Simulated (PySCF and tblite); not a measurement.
Values are calculated unless marked as measured or tabulated.
n-pentane, C5H12, numbered as in [CH3:1][CH2:2][CH2:3][CH2:4][CH3:5]. Search: ETKDG, MMFF94s, GFN2-xTB, 90 starts; geometries at PBE0-D3(BJ)/def2-SVP. Energies: PBE0-D3(BJ)/def2-TZVP (IEF-PCM, chloroform), with GFN2-xTB thermal terms (modes under about 100 cm⁻¹ blended into free rotors). Symmetry numbers and mirror images are counted. Conformers within 3 kcal/mol (GFN2-xTB free energy) were kept, 5 at most. GIAO shieldings: wB97X-D/pcSseg-1 (IEF-PCM, chloroform). Shifts are against TMS (¹H), TMS (¹³C) at the same level. Programs: PySCF with density fitting and tblite.

Torsions listed: C1–C2–C3–C4, C2–C3–C4–C5. Of a mirror pair one member is shown.

```tsv
conformer	shape	point group	mirror pair	ΔE(DFT)	Δ(G−E) at 298.15 K	δ C2/C4 (ppm)
1	180°, 180°	C2v	no	0.00	0.00	26.9
2	177°, 65°	C1	yes	0.63	0.13	24.5
3	-61°, -61°	C2	yes	0.99	0.35	19.9
4	-61°, 89°	C1	yes	2.90	0.37	26.3
```

Energies in kcal/mol; the thermal term leaves out symmetry numbers and mirror images.

Q: Work out the weights at 298.15 K and the ¹³C shift of C2/C4 under fast exchange.

A: RT = 0.592 kcal/mol. Each conformer gets RT ln(σ/g), with σ the rotational symmetry number and g = 2 for a mirror pair: 1: σ = 2, g = 1, G = 0.00 + 0.00 + 0.41 = 0.41, 0.06 above the lowest, exp(−ΔG/RT) = 0.902; 2: σ = 1, g = 2, G = 0.63 + 0.13 − 0.41 = 0.35, 0.00 above the lowest, exp(−ΔG/RT) = 1.000; 3: σ = 2, g = 2, G = 0.99 + 0.35 + 0.00 = 1.34, 0.99 above the lowest, exp(−ΔG/RT) = 0.188; 4: σ = 1, g = 2, G = 2.90 + 0.37 − 0.41 = 2.87, 2.52 above the lowest, exp(−ΔG/RT) = 0.014. The sum is 2.104, so the weights are 42.9, 47.5, 8.9, 0.7 %. The averaged shift is 25.1 ppm. At 298.15 K the leading conformer alone gives 24.5 ppm and bare DFT energies give 25.5 ppm.
